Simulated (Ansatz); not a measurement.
**Property card for CoSi**

Computed with Ansatz 0.2.0, DFT r2SCAN, scalar-relativistic, plane waves, PAW.

Settings: cutoff 500 eV, Γ-centred mesh 8×8×8 on the computed 8-atom cell, Gaussian smearing of 0.10 eV; no spin polarisation.

The structure is relaxed at this level of theory with its symmetry kept.

It takes space group P2_13 (No. 198, cubic). Conventional cell: a = 4.383 Å, b = 4.383 Å, c = 4.383 Å, α = 90.00°, β = 90.00°, γ = 90.00°. Co (site symmetry 3) has 7 Si at 2.29 to 2.40 Å as nearest neighbours. Si (site symmetry 3) has 7 Co at 2.29 to 2.40 Å as nearest neighbours.

* Volume per atom: 10.53 Å³
* Formation energy from the elements' standard states (uncorrected): -0.494 eV/atom
* Generalised Kohn–Sham band gap: none (metal)
* Density of states at the Fermi level: 0.30 states/eV per cell (so small that it hangs on the mesh: a semimetal, or crossings between mesh points)
* Löwdin character within 0.5 eV of the Fermi level: Co 3d 85 %, Si 3p 11 %
* Bulk modulus: 245 GPa
* Its pressure derivative: 4.8
* Bader charges (e): Co (4 in the cell) -0.50, Si (4 in the cell) 0.50

A ferromagnetic start lost its moments in a first run, so spin was left out; other magnetic orders weren't tried.

Cost: 6 runs of about 23 core-minutes in all, on Arm Neoverse V2 (shared hosts).